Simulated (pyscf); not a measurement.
Structures and frequencies: ωB97X-D3(BJ)/def2-SVP in PySCF. MP2 and CC: frozen core, UHF for open shells. ΔMP2 is the change of the MP2 total energy from the triple- to the quadruple-zeta basis.

Q: For HO–B(Cl)–Cl + H₂O → HO–B(OH)–Cl + HCl, a four-centre exchange (singlet surface; B–Cl, H–O broken, B–O, Cl–H formed), PBE/def2-TZVP gives ΔE‡ = 7.6 kcal/mol and ΔE = -11.1 kcal/mol (zero: the separated reactants). In which direction and how far do r²SCAN/def2-TZVP, M06-2X/def2-TZVP, CCSD(T)/def2-TZVPP + ΔMP2(QZVPP) move these?

A: r²SCAN: ΔE‡ = 7.1 kcal/mol, ΔE = -12.2 kcal/mol; M06-2X: ΔE‡ = 8.7 kcal/mol, ΔE = -13.5 kcal/mol; CCSD(T): ΔE‡ = 13.5 kcal/mol, ΔE = -11.4 kcal/mol. PBE's barrier lies among them. Its reaction energy lies over all of them, by 0.3 to 2.4 kcal/mol. On the reactant side the descent ends in an adduct with a B–O contact, 3.7 kcal/mol under the separated species and 14.9 kcal/mol under the saddle at ωB97X-D3(BJ)/def2-TZVP. What is counted as formed (B–O) is already present as a longer contact in the reactant adduct; forming that adduct is a step of its own. At ωB97X-D3(BJ) the barrier from the zero used here is 11.2 kcal/mol. One saddle was located; it need not be the lowest between these sides. The CCSD(T) − MP2 part came from Ansatz, without density fitting, on the same reference.
